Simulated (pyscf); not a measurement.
This saddle point was located with ωB97X-D3(BJ)/def2-SVP in PySCF.

```xyz
11

C      0.1133    -0.3948    -0.3233
C      0.3757     1.2920     0.7077
C      0.2543    -0.2546     1.0872
H     -0.8563    -0.3694    -0.8308
H      0.9635    -0.5519    -0.9947
H      1.3701     1.6458     1.0038
H     -0.4594     1.8302     1.1709
H     -0.6346    -0.4500     1.6956
H      1.1804    -0.6325     1.5325
Br     0.0766     1.3634    -2.6737
H      0.2969     1.5147    -0.4011
```

Surface: singlet, charge 0. Lowest wavenumbers (cm⁻¹): 633i, 101, 180, 242, 268.

Q: What reaction is this the transition state of?

A: cyclopropane (SMILES C1CC1) + hydrogen bromide (HBr) <-> H₃C–CH₂–CH₂–Br, a concerted two-bond exchange read from left to right: C–C, Br–H broken and Br–C, C–H formed. At ωB97M-D3(BJ)/def2-TZVP it lies +1.90 eV from the left side and +3.09 eV from the right (each side as separated species at their lowest minima found). cyclopropane lies 0.28 eV over its isomer H₂C=CH–CH₃, and others may lie lower still (electronic energy, ωB97M-D3(BJ)). One saddle was located; it need not be the lowest between these sides. Elements up to Kr have no core potential and no relativistic terms here.
